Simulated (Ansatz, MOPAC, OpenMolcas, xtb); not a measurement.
**P4 (SMILES P12P3P1P23): methods side by side**

P4, singlet, SMILES `P12P3P1P23`. Each level relaxes the structure for itself.

Quantity: the zero-point energy at each level's own minimum, in kJ/mol. The values are calculated.

```
                          level            kind     program  value (kJ/mol)
                            PM3  semi-empirical       MOPAC            15.6
                        PM6-ORG  semi-empirical       MOPAC            17.6
                       GFN1-xTB  semi-empirical         xtb            16.5
                       GFN2-xTB  semi-empirical         xtb            16.6
                      HF/STO-3G    Hartree–Fock      Ansatz            22.8
HF/6-31G* (Cartesian functions)    Hartree–Fock  OpenMolcas            18.4
                     HF/cc-pVTZ    Hartree–Fock  OpenMolcas            17.9
                SVWN5/def2-TZVP             LDA      Ansatz            16.8
                   PBE/def2-SVP             GGA      Ansatz            16.4
           PBE-D3(BJ)/def2-TZVP             GGA      Ansatz            16.4
```

Harmonic and unscaled. The values span 15.6 to 22.8 kJ/mol. Without the sets that lack polarisation functions the rows with a basis span only 16.4 to 18.4 kJ/mol.
